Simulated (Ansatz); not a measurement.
Process, species as SMILES: CO (CH3-OH) → C atom + 4 H atom + O atom
B3LYP-D3(BJ)/def2-TZVP geometries, fixed; electronic energies without zero-point terms.

How fast the atomisation energy converges with the basis for several methods (Ansatz, a program for electronic structure): deviation from each method's own reference, in kcal/mol. References: CCSD(T) 512.77 kcal/mol, Hartree-Fock in aug-cc-pVQZ plus the correlation part extrapolated as X^-3 from aug-cc-pVTZ and aug-cc-pVQZ; HF 370.23 kcal/mol, the value in aug-pcseg-3; MP2 519.10 kcal/mol, Hartree-Fock in aug-cc-pVQZ plus the correlation part extrapolated as X^-3 from aug-cc-pVTZ and aug-cc-pVQZ; PBE 520.28 kcal/mol, the value in aug-pcseg-3; PBE0 510.33 kcal/mol, the value in aug-pcseg-3; wB97M-V 513.76 kcal/mol, the value in aug-pcseg-3. Cartesian d functions, on some or all atoms, in 6-31G*, 6-31+G*; all else is spherical. In correlated methods cores are frozen. Open shells are unrestricted. No added dispersion term, no relativity. Functionals ending in -V hold VV10 correlation. 

```csv
basis,functions,CCSD(T),HF,MP2,PBE,PBE0,wB97M-V
6-31G*,38,-53.33,-8.19,-54.71,?,-5.75,-1.28
6-31+G*,46,-52.17,-8.31,-52.98,?,-6.36,-2.99
6-311+G**,68,-28.41,-4.25,-30.89,?,-3.81,-4.22
aug-pcseg-1,82,-25.06,0.54,-26.29,?,-2.45,-3.61
def2-TZVP,86,-20.23,-3.30,-21.81,?,-2.65,-2.69
def2-TZVPD,113,-18.00,-2.66,-19.49,?,-1.72,-1.76
cc-pVTZ,116,-12.79,-2.19,-14.12,?,-1.63,-1.35
def2-TZVPP,118,-11.77,-1.66,-12.84,?,-1.01,-0.61
def2-TZVPPD,145,-10.61,-1.24,-11.51,?,-0.40,0.04
"6-311++G(3df,3pd)",150,-7.90,0.30,-8.73,?,0.61,0.63
aug-cc-pVTZ,184,-9.32,-1.32,-10.31,?,-0.90,-1.12
def2-QZVPPD,261,-4.46,-0.89,-4.92,?,-0.40,-0.44
```

Complete the blanks.


- 6-31G*, PBE: -4.42
- 6-31+G*, PBE: -5.64
- 6-311+G**, PBE: -3.60
- aug-pcseg-1, PBE: -3.88
- def2-TZVP, PBE: -2.43
- def2-TZVPD, PBE: -1.37
- cc-pVTZ, PBE: -1.26
- def2-TZVPP, PBE: -0.71
- def2-TZVPPD, PBE: -0.01
- 6-311++G(3df,3pd), PBE: 0.69
- aug-cc-pVTZ, PBE: -0.82
- def2-QZVPPD, PBE: -0.30

Mean absolute deviation over 6-311+G**, def2-TZVP, def2-TZVPD, cc-pVTZ, def2-TZVPP, def2-TZVPPD, 6-311++G(3df,3pd), aug-cc-pVTZ: PBE 1.36, wB97M-V 1.55, PBE0 1.59, HF 2.11, CCSD(T) 14.88, MP2 16.21 kcal/mol.
